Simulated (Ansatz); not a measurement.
C3H3FOS, SMILES `C#CC(O)(F)S`, relaxed with RKS PBE-D4/def2-SVP in Ansatz from a rough embedded geometry. The force threshold is 0.03 eV/Å; the program also tests the step.

Charge 0, multiplicity 1.

Start:

```xyz
9

C    -2.032   -0.506   -0.495
C    -0.888   -0.170   -0.223
C     0.499    0.282    0.060
O     0.452    1.661    0.174
F     1.236    0.078   -1.088
S     1.247   -0.583    1.417
H    -3.026   -0.873   -0.661
H     1.375    1.891   -0.054
H     1.137   -1.780    0.870
```

```json
{"step": "1", "energy (eV)": "-18733.9062", "largest force (eV/Å)": "2.476", "largest move (Å)": "0.000"}
{"step": "2", "energy (eV)": "-18734.0959", "largest force (eV/Å)": "1.112", "largest move (Å)": "0.075"}
{"step": "3", "energy (eV)": "-18734.1632", "largest force (eV/Å)": "0.491", "largest move (Å)": "0.101"}
{"step": "4", "energy (eV)": "-18734.1814", "largest force (eV/Å)": "0.495", "largest move (Å)": "0.073"}
{"step": "5", "energy (eV)": "-18734.1948", "largest force (eV/Å)": "0.324", "largest move (Å)": "0.130"}
{"step": "6", "energy (eV)": "-18734.2053", "largest force (eV/Å)": "0.176", "largest move (Å)": "0.051"}
{"step": "7", "energy (eV)": "-18734.2070", "largest force (eV/Å)": "0.088", "largest move (Å)": "0.024"}
{"step": "8", "energy (eV)": "-18734.2075", "largest force (eV/Å)": "0.048", "largest move (Å)": "0.015"}
{"step": "9 (rejected)", "energy (eV)": "-18734.2063", "largest force (eV/Å)": "0.325", "largest move (Å)": "0.017"}
{"step": "10", "energy (eV)": "-18734.2077", "largest force (eV/Å)": "0.035", "largest move (Å)": "0.009"}
{"step": "11", "energy (eV)": "-18734.2078", "largest force (eV/Å)": "0.008", "largest move (Å)": "0.005"}
```

End:

```xyz
9

C    -2.098   -0.508   -0.483
C    -0.953   -0.130   -0.297
C     0.435    0.288   -0.085
O     0.501    1.651    0.041
F     1.202   -0.151   -1.165
S     1.163   -0.495    1.459
H    -3.116   -0.838   -0.640
H     1.418    1.864    0.317
H     1.448   -1.680    0.852
```

It took 10 s on 4 threads of an AMD EPYC 7B13 on a shared host, with 0.17 GiB of host memory at the peak.
